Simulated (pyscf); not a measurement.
`[O]=[Nb](=[O])[Cl]` + `[NH3]` → `[NH2][Nb](=[O])([OH])[Cl]` (addition across a multiple bond or ene-type step; singlet surface; H–N broken, H–O, N–Nb formed). Structures and frequencies: ωB97X-D3(BJ)/def2-SVP in PySCF. Energies in eV from the separated reactants.

```
level                   barrier  reaction energy
----------------------  -------  ---------------
ωB97X-D3(BJ)/def2-TZVP    -0.85            -2.77
PBE/def2-TZVP             -0.78            -2.45
r²SCAN/def2-TZVP          -0.86            -2.65
B3LYP-D3(BJ)/def2-TZVP    -0.77            -2.68
PBE0-D3(BJ)/def2-TZVP     -0.86            -2.69
ωB97M-D3(BJ)/def2-TZVP    -0.73            -2.65
```

On the reactant side the descent ends in an adduct with a N–Nb contact, 2.23 eV under the separated species and 1.39 eV under the saddle at ωB97X-D3(BJ)/def2-TZVP. At ωB97X-D3(BJ)/def2-TZVP, PBE, r²SCAN, B3LYP-D3(BJ), PBE0-D3(BJ), ωB97M-D3(BJ) the saddle lies under the separated reactants, which points to a path from their complex (located at ωB97X-D3(BJ) alone). What is counted as formed (N–Nb) is already present as a longer contact in the reactant adduct; forming that adduct is a step of its own. At the saddle there is also a short H–Nb contact that neither side keeps. One saddle was located; it need not be the lowest between these sides. Elements past Kr carry the def2 core potentials, without spin-orbit coupling.
